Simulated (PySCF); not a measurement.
# SMILES C1=COC=CO1, C$_{4}$H$_{4}$O$_{2}$

Geometry:
| atom | x (Å) | y (Å) | z (Å) |
| --- | --- | --- | --- |
| C1 | 1.102 | 0.719 | -0.133 |
| C2 | 1.172 | -0.609 | -0.050 |
| O3 | 0.076 | -1.425 | 0.087 |
| C4 | -1.100 | -0.718 | 0.129 |
| C5 | -1.170 | 0.610 | 0.046 |
| O6 | -0.074 | 1.426 | -0.093 |
| H7 | 1.983 | 1.350 | -0.241 |
| H8 | 2.115 | -1.153 | -0.083 |
| H9 | -1.981 | -1.349 | 0.238 |
| H10 | -2.112 | 1.154 | 0.080 |

The calculation used GIAO B3LYP/aug-pcSseg-1 magnetisability, rotational g tensor and spin-rotation constants, non-relativistic, gas phase (PySCF). Geometry: PBE0-D3(BJ)/def2-SVP.

(1) Give the nuclear spin-rotation constants along the inertial axes (H = +C I·J) beside the isotropic shieldings.

(2) How do the rotational constants and the g tensor change when H7, H8, H9, H10 are replaced by deuterium?

Answers

(1) Rotational constants 6.3567, 5.4267, 2.9275 GHz. A star marks the isotopologue with that one atom substituted, in its own axes.
| atom | isotope | Caa (kHz) | Cbb (kHz) | Ccc (kHz) | mean (kHz) | σ (ppm) |
| --- | --- | --- | --- | --- | --- | --- |
| H7 | 1H | -0.296 | 0.239 | -0.373 | -0.143 | 26.1 |
| H8 | 1H | -0.297 | 0.240 | -0.373 | -0.143 | 26.1 |
| H9 | 1H | -0.296 | 0.239 | -0.373 | -0.143 | 26.1 |
| H10 | 1H | -0.297 | 0.240 | -0.373 | -0.143 | 26.1 |
| C1 | 13C* | 1.953 | 2.470 | 0.663 | 1.696 | 43.5 |
| O3 | 17O* | -1.204 | -1.154 | -0.068 | -0.809 | 222.1 |

For the geometry as given, no vibrational averaging.

(2) Constants 5.2358, 5.0805, 2.5785 GHz; g -0.0415, -0.0611, -0.0554, against -0.0504, -0.0653, -0.0629 before.
